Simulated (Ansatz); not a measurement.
Results of LDA in Ansatz (plane waves, PAW) for corundum Cr2O3.

Numerical settings: plane-wave cutoff 500 eV, 10×10×10 k mesh, Fermi–Dirac smearing 0.05 eV, ferromagnetic start, spin-polarised with parallel moments, scalar-relativistic PAW data made under PBE.

Cell (relaxed at this level):

```xyz
10
Lattice="4.6474 -2.4601 -0.0207 4.6474 2.4601 -0.0207 3.3632 0.0000 4.0423" Properties=species:S:1:pos:R:3 pbc="T T T"
Cr     4.4349     0.0000     1.4018
Cr     1.8941     0.0000     0.5987
Cr     8.2230     0.0000     2.5991
Cr    10.7638     0.0000     3.4022
O      7.8118     0.9758     0.9795
O      6.9150     0.7422     3.8168
O      7.4244    -1.7180     2.2052
O      4.8460    -0.9758     3.0214
O      5.7428    -0.7422     0.1841
O      5.2335     1.7180     1.7957
```

### Question
Estimate the magnetic moment (largest site, within a sphere) and band gap that the calculation returns.

### Answer

- magnetic moment (largest site, within a sphere): 2.36 μB
- band gap: 0.07 eV (under three smearing widths, so not firm)

Measured, for comparison: band gap 3.3 ± 0.1 eV (temperature not stated, not corrected to a static lattice, middle of the range; as tabulated in Medasani et al. (2019), arXiv:1904.04625). Computed (rounded) less measured: band gap -3.23 eV.

Moments are spin moments.

Static lattice: no zero-point or thermal effects.

The result took very roughly 10 core-minutes.

Ansatz is a first-principles code.
